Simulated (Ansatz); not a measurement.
Input file:

```yaml
crystal:
  periodic: [false, false, false]
  atoms:
    - {symbol: O, position_ang: [0.000000, 0.000000, 1.211275]}
    - {symbol: Ga, position_ang: [0.000000, 0.000000, -0.518425]}
    - {symbol: Si, position_ang: [0.000000, 0.000000, -2.853625]}
    - {symbol: H, position_ang: [0.000000, 0.000000, 2.160775]}
basis:
  gaussian: {orbitals: cc-pVDZ}
total_charge: 1
magnetization: {spin_polarized: false, initial_magnetization: 1}
correlation: {method: ccsd_t, electrons: outside_noble_gas}
scf: {lower_state_search: full}
```

```sh
$ ansatz run in.yaml --threads 1 --pin off --events-out ev --progress --plain --max-ram 2393MiB
```

Output:

```
680 factors; integrals over basis functions are off by at most 1.4e-3 eV
mean field evaluation 1: about -62230.1126 eV, gradient 6.8e1 eV
mean field evaluation 2: about -62230.1217 eV, gradient 6.8e1 eV
mean field evaluation 4: about -62239.1313 eV, gradient 2.0e1 eV
mean field evaluation 8: about -62240.7790 eV, gradient 3.8e-1 eV
mean field evaluation 16: about -62225.5605 eV, gradient 3.1e1 eV
mean field evaluation 32: about -62234.5749 eV, gradient 1.6e1 eV
mean field evaluation 64: about -62226.6148 eV, gradient 5.4e1 eV
mean field evaluation 96: about -62240.7798 eV, gradient 2.7e-1 eV
mean field evaluation 128: about -62240.7805 eV, gradient 1.7e-6 eV
mean field evaluation 160: about -62235.7788 eV, gradient 3.5e-1 eV
mean field evaluation 192: about -62237.7191 eV, gradient 1.0e-2 eV
mean field evaluation 224: about -62236.2875 eV, gradient 2.9e-1 eV
mean field evaluation 256: about -62235.7790 eV, gradient 2.7e-4 eV
mean field evaluation 288: about -62235.6581 eV, gradient 1.2e-1 eV
mean field evaluation 320: about -62232.4929 eV, gradient 1.9e-3 eV
mean field evaluation 352: about -62237.7123 eV, gradient 3.5e-1 eV
mean field evaluation 384: about -62228.7371 eV, gradient 2.1e-1 eV
mean field -62240.78046973 eV, -2287.3064939464 hartree, gradient 1.7e-6 eV, S^2 0.750000; 9 other end points of the search recorded, 0 dependent functions left out
mean field evaluation 416: about -62240.8800 eV, gradient 2.2e-4 eV
mean field evaluation 448: about -62240.8780 eV, gradient 5.0e-3 eV
mean field evaluation 480: about -62235.4384 eV, gradient 2.1e0 eV
determinant -62240.78046973 eV, -2287.3064939464 hartree, with singles and doubles -62249.36768395 eV, -2287.6220682482 hartree
determinant -62237.71910404 eV, -2287.1939908324 hartree, with singles and doubles -62246.38414349 eV, -2287.5124251588 hartree
20 core orbitals not correlated: weight in the atoms' cores, before any rotation towards them, 0.498 or more for the frozen orbitals, at most 0.496 for the correlated occupied ones
reference -62240.78046973 eV, -2287.3064939464 hartree; 7, 6 occupied and 37, 38 virtual orbitals, 680 factors
second order -7.80456370 eV of doubles, -0.05541542 eV of singles
cycle   1  -8.58720197 eV  change    1.2e-5 eV  update   1.7e-3
cycle   2  -8.58721728 eV  change   -1.5e-5 eV  update   1.1e-3
cycle   3  -8.58675060 eV  change    4.7e-4 eV  update   7.5e-4
cycle   4  -8.58702203 eV  change   -2.7e-4 eV  update   2.0e-4
cycle   5  -8.58745861 eV  change   -4.4e-4 eV  update   8.5e-5
cycle   6  -8.58746330 eV  change   -4.7e-6 eV  update   2.4e-5
cycle   7  -8.58745933 eV  change    4.0e-6 eV  update   1.2e-5
perturbative correction -0.24993323 eV, -0.0091848769 hartree
Total energy: -62249.61786230 eV, -2287.6312621331 hartree
```

Ran on 1 thread of Arm Neoverse N1, shared host: 23 s wall, 0.17 GiB peak host memory.
